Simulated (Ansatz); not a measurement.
Reaction (substitution at a C–S bond): `CSCO` + `O=CCO` → `O=CCOCO` + CH₃SH

Computed with Ansatz on PBE0-D4/def2-TZVP structures; ΔE is electronic, products minus reactants. CBS: MP2 limit from def2 TZ/QZ plus the TZ coupled-cluster correction, frozen cores. This one scheme is used for every species. Functionals use def2-TZVPP. B3LYP here is the variant with VWN-RPA as its local correlation; programs differ in this. One conformer a species, not always the lowest.

Is it downhill or uphill in electronic energy at CCSD(T)/CBS, and by how much? (Best estimate.)

The calculation gave: Uphill: ΔE = +5.6 kcal/mol.

What do these levels give: r2SCAN-D4, PBE0-D4, ωB97X-V, ωB97M-V, PBE, B3LYP, MP2/def2-TZVPP, CCSD(T)/def2-TZVPP, HF/def2-QZVPP, SCS-MP2/def2-QZVPP, HF/CBS(def2), MP2/CBS(def2)? (Estimate.)

Computed: r2SCAN-D4 5.9, PBE0-D4 6.3, ωB97X-V 4.2, ωB97M-V 4.8, PBE 7.0, B3LYP 4.7, MP2/def2-TZVPP 5.6, CCSD(T)/def2-TZVPP 3.9, HF/def2-QZVPP 1.2, SCS-MP2/def2-QZVPP 5.1, HF/CBS(def2) 1.2, MP2/CBS(def2) 7.3 kcal/mol.

Largest T1 diagnostic among the species: 0.014.

In def2-TZVPP, CCSD(T) changes the Hartree–Fock value by +2.9 kcal/mol (the triples alone add +0.5 kcal/mol) and MP2 by +4.5 kcal/mol.
